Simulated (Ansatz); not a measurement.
A calculation with Ansatz (development build ahead of 0.2.0).

```yaml
crystal:
  periodic: [false, false, false]
  atoms:
    - { symbol: Si, position_ang: [0.0, 0.0, -1.08883] }
    - { symbol: Si, position_ang: [0.0, 0.0, 1.08883] }
basis:
  gaussian: { orbitals: def2-SVP }
total_charge: -1
magnetization:
  initial_magnetization: 1
hamiltonian:
  xc: hf
correlation:
  method: mp2
  frozen_orbitals: { Si: 5 }
```

The input is written out in the form of the current development build from the run's settings. Correlation on restricted open-shell orbitals is semicanonical, with singles.

Output:

```yaml
Converged: yes
Reference_energy: -577.58979 hartree
Correlation_energy: -0.15822 hartree
Total_energy: -577.74801 hartree
Spin_squared_of_the_determinant: 0.750
Stability_test: minimum among restricted orbitals
Occupied_orbitals_by_symmetry_in_an_Abelian_subgroup_alpha;_beta: 5 Ag 4 B1u 1 B2g 2 B2u 1 B3g 2 B3u; 5 Ag 4 B1u 1 B2g 1 B2u 1 B3g 2 B3u
```

Messages of the program:
```
mean field -15717.01893350 eV, -577.5897924280 hartree, gradient 1.4e-6 eV, S^2 0.750000; 12 other ends of a descent, 0 dependent functions left out
```

Caution: no diffuse functions for an anion; the determinant may break the point group.
